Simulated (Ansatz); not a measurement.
Input for Ansatz (development build ahead of 0.2.0):

```yaml
crystal:
  periodic: [false, false, false]
  atoms:
    - { symbol: "N", position_ang: [-0.08022, 0.06305, -0.21801] }
    - { symbol: O, position_ang: [-0.08503, 1.10571, 0.14685] }
    - { symbol: O, position_ang: [0.10093, -1.0537, 0.121] }
basis:
  gaussian: { orbitals: STO-3G }
magnetization:
  spin_polarized: true
  initial_magnetization: 1
hamiltonian:
  xc: hf
correlation:
  method: mp2
  frozen_orbitals: { "N": 1, O: 1 }
```

The input is written out in the form of the current development build from the run's settings.

Results

```
Converged                       : yes
Reference energy                : -201.22786 hartree
Correlation energy              : -0.15298 hartree
Total energy                    : -201.38084 hartree
Spin squared of the determinant : 0.993
```

Caution: the unrestricted determinant is spin contaminated.
